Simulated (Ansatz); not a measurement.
**Lead, fcc: convergence with the plane-wave cutoff**

Computed with Ansatz, PBE, scalar-relativistic PAW, on the relaxed cell (a = 5.035 Å; spin not included). Errors count from a run at 420 eV on a Γ-centred 18×18×18 mesh with Fermi-Dirac smearing of 0.1 eV, extrapolated to zero width. Fixed here: mesh 11×11×11, Fermi-Dirac width 0.1 eV. The pressure holds a Pulay correction and is unreliable far below the recommended cutoff. The SCF starts from atomic densities corrected by a trained network.

| cutoff (eV) | E(σ→0) error (meV/atom) | P (GPa) | SCF iterations |
| --- | --- | --- | --- |
| 150 | 34298.6 | 7.14 | 7 |
| 200 | 5295.3 | 0.06 | 6 |
| 250 | 637.1 | -0.17 | 6 |
| 300 | 38.4 | 0.06 | 6 |
| 350 | -1.6 | 0.00 | 6 |
| 420 | -3.1 | 0.00 | 6 |
| 500 | -3.8 | 0.00 | 6 |
| 600 | -3.9 | 0.00 | 6 |
| 800 | -3.9 | 0.00 | 6 |

Within 5 meV/atom of the last row: from 350 eV on.
